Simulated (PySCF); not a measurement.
C2H3F, SMILES C=CF. Atoms are numbered in the order given.

```xyz
6

C      0.1987    -1.1771     0.0000
C     -0.4335    -0.0213     0.0000
F      0.2233     1.1553     0.0000
H      1.2783    -1.2323     0.0000
H     -0.3725    -2.0935     0.0000
H     -1.5067     0.1184     0.0000
```

The structure is a stationary point at B3LYP-D3(BJ)/def2-TZVP.

Computed with KT2/pcSseg-2 run with PySCF.

GIAO shieldings, no solvent; atoms listed in one row are averaged. δ = σ(ref) − σ: ¹³C against TMS (σ = 184.2 ppm); ¹⁹F against CFCl3 (σ = 125.1 ppm); ¹H against TMS (σ = 31.47 ppm), references at their B3LYP-D3(BJ)/def2-TZVP geometries, non-relativistic.

Computed chemical shifts:
```tsv
nucleus	atoms	count	δ (ppm)
¹³C	C2	1	161.7
¹³C	C1	1	92.7
¹⁹F	F3	1	-139.3
¹H	H6	1	7.01
¹H	H4	1	4.81
¹H	H5	1	4.42
```
